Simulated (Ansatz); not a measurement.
A nudged elastic band was laid between two geometries of CHClF₂O (6 atoms, charge 0, multiplicity 1).

Theory: RKS B3LYP/def2-SVP in Ansatz.

```yaml
movable_images: 5
climbing_image: yes
spring: 5.0 eV/Å²
optimiser: quadratic models (default)
start_path: IDPP
force_threshold: 0.05 eV/Å
iteration_limit: 36
end_points: relaxed
```

Image 0:

```xyz
6
Properties=species:S:1:pos:R:3
O 0.110 0.330 1.045
C 0.025 0.013 -0.260
F -1.240 -0.292 -0.614
F 0.764 -1.076 -0.553
Cl 0.593 1.388 -1.228
H -0.211 -0.427 1.564
```

Image 6:

```xyz
6
Properties=species:S:1:pos:R:3
O 0.199 -0.227 1.082
C 0.061 -0.184 -0.254
F -1.189 -0.501 -0.641
F 0.894 -1.070 -0.783
Cl 0.425 1.455 -0.938
H -0.347 0.463 1.487
```

Q: What changes between the two ends?

A: No bond is made or broken. The dihedral H6–O1–C2–Cl5 goes from 180 to 55°.

Q: Give the energies along the band, and the barrier.

A: It converged. The highest image is number 3 of 0 to 6, 0.043 eV above the first end and 0.066 eV above the last; the last end lies 0.023 eV below the first. A vibrational analysis at the climbing image gives one clearly imaginary mode, 287i cm⁻¹: a first-order saddle point.

```json
{"image": "0", "path coordinate (Å)": "0.00", "energy (eV)": "0.000", "dihedral H6–O1–C2–Cl5 (°)": "180"}
{"image": "1", "path coordinate (Å)": "0.23", "energy (eV)": "0.010", "dihedral H6–O1–C2–Cl5 (°)": "161"}
{"image": "2", "path coordinate (Å)": "0.45", "energy (eV)": "0.032", "dihedral H6–O1–C2–Cl5 (°)": "141"}
{"image": "3", "path coordinate (Å)": "0.68", "energy (eV)": "0.043", "dihedral H6–O1–C2–Cl5 (°)": "121"}
{"image": "4", "path coordinate (Å)": "0.93", "energy (eV)": "0.024", "dihedral H6–O1–C2–Cl5 (°)": "98"}
{"image": "5", "path coordinate (Å)": "1.18", "energy (eV)": "-0.008", "dihedral H6–O1–C2–Cl5 (°)": "76"}
{"image": "6", "path coordinate (Å)": "1.43", "energy (eV)": "-0.023", "dihedral H6–O1–C2–Cl5 (°)": "55"}
```

Q: What is the geometry of the highest image?

A: 
```xyz
6
Properties=species:S:1:pos:R:3
O 0.319 0.088 1.063
C 0.097 -0.061 -0.256
F -1.181 -0.431 -0.480
F 0.887 -1.016 -0.760
Cl 0.423 1.456 -1.157
H -0.502 -0.100 1.542
```

Q: What are the harmonic wavenumbers there?

A: 287i, 349, 352, 453, 547, 565, 776, 1015, 1132, 1275, 1362, 3816 cm⁻¹.

Time of the run: 4.1 min on 1 CPU thread of a shared host.
